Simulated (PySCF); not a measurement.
Molecule: `C=C1CCCC1`, C$_{6}$H$_{10}$.

Geometry:
```
atom   x (Å)   y (Å)   z (Å)
  C1   2.265  -0.206  -0.062
  C2   0.937  -0.086  -0.026
  C3  -0.019  -1.008   0.705
  C4  -1.357  -0.263   0.697
  C5  -1.323   0.509  -0.622
  C6   0.125   0.996  -0.710
  H7   2.782  -1.006   0.476
  H8   2.885   0.493  -0.630
  H9   0.336  -1.274   1.712
 H10  -0.112  -1.953   0.141
 H11  -1.396   0.447   1.541
 H12  -2.227  -0.930   0.792
 H13  -1.540  -0.178  -1.459
 H14  -2.061   1.324  -0.671
 H15   0.466   1.195  -1.737
 H16   0.238   1.941  -0.149
```

Geometry PBE0-D3(BJ)/def2-SVP throughout; GIAO in PySCF 2.14, gas phase, one conformer, non-relativistic; equivalent atoms averaged; functional PBE0.

Question: How do the absolute shieldings σ depend on the basis set? (ppm; last column core-seconds on shared hosts with different chips, so compare them loosely)

Answer: 
| basis set | functions | C2 | C1 | C3/C6 | C4/C5 | H7/H8 | H9/H10/H15/H16 | H11/H12/H13/H14 | core-s |
| --- | --- | --- | --- | --- | --- | --- | --- | --- | --- |
| STO-3G | 40 | 110.6 | 133.5 | 199.5 | 203.1 | 27.69 | 30.81 | 31.42 | 3.4 |
| 6-31G | 74 | 49.9 | 93.4 | 164.3 | 170.5 | 27.20 | 30.15 | 30.92 | 6.5 |
| pcSseg-0 | 74 | 32.8 | 72.8 | 156.5 | 164.0 | 27.47 | 30.63 | 31.28 | 5.4 |
| 6-31G* | 104 | 48.4 | 89.6 | 160.7 | 166.3 | 26.91 | 29.65 | 30.36 | 9.2 |
| def2-SVP | 134 | 42.1 | 86.8 | 160.2 | 166.1 | 26.29 | 29.19 | 29.97 | 11 |
| cc-pVDZ | 134 | 43.0 | 89.4 | 161.3 | 167.0 | 26.17 | 29.03 | 29.80 | 12 |
| pcSseg-1 | 152 | 23.2 | 71.5 | 148.3 | 154.6 | 25.94 | 28.98 | 29.74 | 12 |
| 6-311+G(2d,p) | 222 | 24.9 | 76.9 | 150.8 | 156.9 | 26.36 | 29.13 | 29.87 | 24 |
| aug-cc-pVDZ | 228 | 39.3 | 90.0 | 159.5 | 165.7 | 26.14 | 28.94 | 29.68 | 27 |
| def2-TZVP | 246 | 23.3 | 76.1 | 150.0 | 156.3 | 26.31 | 29.08 | 29.83 | 29 |
| IGLO-III | 310 | 16.5 | 70.5 | 146.6 | 152.9 | 26.21 | 28.95 | 29.71 | 41 |
| cc-pVTZ | 320 | 25.5 | 76.9 | 151.0 | 157.2 | 26.12 | 28.90 | 29.65 | 46 |
| pcSseg-2 | 356 | 15.7 | 69.7 | 146.5 | 152.9 | 26.02 | 28.83 | 29.58 | 51 |

Question: Which nucleus moves most, in ppm?

Answer: C2 (fully substituted alkene carbon): from 15.7 ppm with pcSseg-2 to 110.6 ppm with STO-3G. The smallest spread is 1.75 ppm, at H7/H8. Proton shifts span only some 12 ppm, so a few tenths of a ppm matter as much there as several ppm in carbon.

Question: Taking the largest basis, pcSseg-2 (356 functions), as the yardstick, rank the others by their worst heavy-atom deviation.

Answer: IGLO-III 0.9 ppm (310 functions), pcSseg-1 7.5 ppm (152 functions), def2-TZVP 7.6 ppm (246 functions), 6-311+G(2d,p) 9.2 ppm (222 functions), cc-pVTZ 9.8 ppm (320 functions), pcSseg-0 17.1 ppm (74 functions), aug-cc-pVDZ 23.6 ppm (228 functions), def2-SVP 26.5 ppm (134 functions), cc-pVDZ 27.4 ppm (134 functions), 6-31G* 32.7 ppm (104 functions), 6-31G 34.2 ppm (74 functions), STO-3G 95.0 ppm (40 functions).

A small basis that lands close on one nucleus may do so by chance; judge by the trend and by all nuclei.
